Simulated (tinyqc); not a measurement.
RKS/PBE in the sto-6g basis, for H2O, spin multiplicity 1, step by step. Computed by tinyqc, a small Python program that keeps every step (integrals from PySCF). Settings: charge = 0, multiplicity = 1, basis = sto-6g, energy threshold = 1e-08, iteration cap = 69, orthogonalisation = symmetric, start = atomic densities, DIIS depth = 0, method = RKS, functional = pbe,pbe, grid = [40, 86]. Command: `OMP_NUM_THREADS=1 python tinyqc.py 20775 20776 out.jsonl` (the two numbers bound the seeds that draw the settings). One thread of a shared host (Intel(R) Xeon(R) Processor @ 2.60GHz), about 3 s of CPU time with the checks.

Geometry (angstrom):
```
atom         x          y         z
O     0.000000   0.000000  0.000000
H     0.000000   0.883000  0.675000
H     0.000000  -0.921000  0.704000
```

Stop when the energy changes by less than 1e-08 hartree and every element of the error matrix X^T (F D S - S D F) X is below 3e-05.

Course of the cycle:
```
iteration   E (hartree)     change  largest element of the error matrix
1          -76.36956756          -                             9.12e-01
2          -75.88636943   4.83e-01                             2.12e-01
3          -75.77834774   1.08e-01                             3.37e-01
4          -75.62479913   1.54e-01                             4.60e-01
5          -75.28741272   3.37e-01                             5.98e-01
6          -75.21140433   7.60e-02                             6.00e-01
7          -74.97531575   2.36e-01                             6.81e-01
8          -75.08176210  -1.06e-01                             6.16e-01
9          -74.92902935   1.53e-01                             6.89e-01
10         -75.06664295  -1.38e-01                             6.17e-01
11         -74.92467001   1.42e-01                             6.90e-01
12         -75.06526010  -1.41e-01                             6.17e-01
13         -74.92428142   1.41e-01                             6.90e-01
14         -75.06513710  -1.41e-01                             6.17e-01
...                 ...        ...                                  ...
56         -75.06512512  -1.41e-01                             6.17e-01
57         -74.92424359   1.41e-01                             6.90e-01
58         -75.06512512  -1.41e-01                             6.17e-01
59         -74.92424359   1.41e-01                             6.90e-01
60         -75.06512512  -1.41e-01                             6.17e-01
61         -74.92424359   1.41e-01                             6.90e-01
62         -75.06512512  -1.41e-01                             6.17e-01
63         -74.92424359   1.41e-01                             6.90e-01
64         -75.06512512  -1.41e-01                             6.17e-01
65         -74.92424359   1.41e-01                             6.90e-01
66         -75.06512512  -1.41e-01                             6.17e-01
67         -74.92424359   1.41e-01                             6.90e-01
68         -75.06512512  -1.41e-01                             6.17e-01
69         -74.92424359   1.41e-01                             6.90e-01
```

Can the last value be used, and what does the course show?

Not by the stop rule. Not converged within the cap of 69 iterations: the residual has stopped falling: the iteration swings between two states. Reruns (cap 100 unless said): DIIS 8: converged in 7; damping 0.5: converged in 27; level shift 0.5: converged in 12; atomic densities as start, DIIS 8: converged in 7; the original settings with a cap of 400: not converged. PySCF RKS in the same basis, fine grid = -75.94265061 hartree, which differs from a converged run on this coarse grid by the grid error.
